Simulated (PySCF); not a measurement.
Compound: FH3Si2 (triplet state).
Numbering: `[F:1][Si:2][SiH3:3]` (hydrogens: H4, H5, H6 on Si3)

Computed with PySCF 2.14.0, UKS B3LYP, IGLO-III on F Si, pcH-1 on H, non-relativistic, mean-field spin-orbit, GIAO. Geometry: PBE0-D3(BJ)/def2-SVP; no solvent, vibrations or thermal averaging. This triplet need not be the ground state; the singlet was not compared here. The SCF solution wasn't tested for stability.

Question: Match the computed a_iso(29Si) values -391.1, -89.7 MHz with the sites Si2; Si3.

Answer: 
```tsv
site	a_iso (MHz)	ρ(0) (bohr⁻³)	position	distance from Si2 (Å)	spin population	largest |T| (MHz)
Si2	-391.1	+0.8835	largest spin population	0.00	+1.64	78.8
Si3	-89.7	+0.2024	1 bond from Si2	2.34	+0.24	30.5
```

ρ(0) is the spin density at the nucleus and T the dipolar tensor; a_iso includes a spin–orbit part; entries for several nuclei are means. The Mulliken spin populations are largest on Si2 (+1.64) and Si3 (+0.24).

Class means assume fast exchange of nuclei equivalent by connectivity; if that motion is slow, each nucleus keeps its own coupling. The three 1H nuclei of mean +26.3 MHz run from -6.1 to 42.7 MHz in the frozen geometry.
